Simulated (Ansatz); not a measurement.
We consider fluorite CdF2, described by B3LYP (VWN-RPA form) in Ansatz (plane waves, PAW).

Numerical settings: plane-wave cutoff 520 eV, 8×8×8 k mesh, finite displacements, scalar-relativistic PAW data made under PBE.

Computed at the level's own relaxed cell.

```xyz
3
Lattice="0.0000 2.7303 2.7303 2.7303 0.0000 2.7303 2.7303 2.7303 0.0000" Properties=species:S:1:pos:R:3 pbc="T T T"
Cd     0.0000     0.0000     0.0000
F      1.3652     1.3652     1.3652
F      4.0955     4.0955     4.0955
```

Harmonic phonon frequencies (cm⁻¹; i marks an imaginary mode; at Γ without the LO shift):

| q point | frequencies |
|---|---|
| Γ | 0 0 0 197 197 197 295 295 295 |
| X | 53 104 104 114 114 187 337 337 395 |
| L | 84 84 169 240 240 264 264 290 340 |

No imaginary mode appears at these points.

Ansatz is a program for electronic structure.
